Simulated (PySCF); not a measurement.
ammonia (H3N), SMILES N. Geometry: PBE-D3(BJ)/def2-TZVPD.

TDDFT-M06-2X/def2-TZVPD in PySCF puts the lowest singlet excitations at 6.69, 8.70, 8.70, 10.24, 10.24, 10.50 eV and the lowest triplet (TDA) at 6.50 eV.

Task: What are the lowest singlet roots from PySCF with EOM-CCSD/aug-cc-pVDZ? (An estimate is asked for; the answer gives what the named calculation found.)

Result: 6.45, 8.03, 8.03, 9.66, 10.36, 10.50 eV; triplets 6.14, 7.89, 7.89 eV. S1 differs by -0.24 eV (second minus first; roots are paired by order, and the bases may differ).
